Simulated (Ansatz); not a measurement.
```yaml
crystal:
  periodic: [false, false, false]
  atoms:
    - {symbol: C, position_ang: [0.541040, 0.873655, -0.868862]}
    - {symbol: C, position_ang: [0.600756, -0.245702, -0.166246]}
    - {symbol: F, position_ang: [1.686013, -1.030800, -0.245046]}
    - {symbol: C, position_ang: [-0.407027, -0.803784, 0.753905]}
    - {symbol: N, position_ang: [-1.538850, -0.327549, 1.051741]}
    - {symbol: H, position_ang: [-0.330147, 1.511113, -0.809066]}
    - {symbol: H, position_ang: [1.357229, 1.171361, -1.512322]}
    - {symbol: H, position_ang: [-0.103238, -1.745793, 1.216972]}
    - {symbol: H, position_ang: [-1.717376, 0.551098, 0.561824]}
basis:
  gaussian: {orbitals: pcseg-2}
hamiltonian: {xc: {name: HF}}
correlation: {active_space: {window: {electrons: 2, orbitals: 1}}}
accuracy: high
```

```sh
$ ansatz run in.yaml --threads 2 --pin off --events-out ev --progress --plain --max-ram 4352MiB
```

It prints (some lines left out):

```
Functional definition: HF
3782 factors; integrals over basis functions are off by at most 7.4e-9 eV
mean field evaluation 1: about -7339.6254 eV, gradient 3.8e1 eV
mean field evaluation 2: about -7339.8624 eV, gradient 3.8e1 eV
mean field evaluation 4: about -7343.2961 eV, gradient 5.1e0 eV
mean field evaluation 8: about -7343.3845 eV, gradient 3.7e-1 eV
mean field evaluation 16: about -7343.3856 eV, gradient 2.3e-7 eV
mean field -7343.38555883 eV, -269.8644417617 hartree, gradient 2.4e-8 eV, S^2 0.000000; 0 other end points of the search recorded, 0 dependent functions left out
reference -7343.38555883 eV, -269.8644417617 hartree; 19, 19 occupied and 187, 187 virtual orbitals, 3782 factors
state -7343.38555883 eV, -269.8644417617 hartree
Total energy: -7343.38555883 eV, -269.8644417617 hartree
```

It took 26 s on 2 threads of an Arm Neoverse V1 on a shared host, with 1.1 GiB of host memory at the peak.
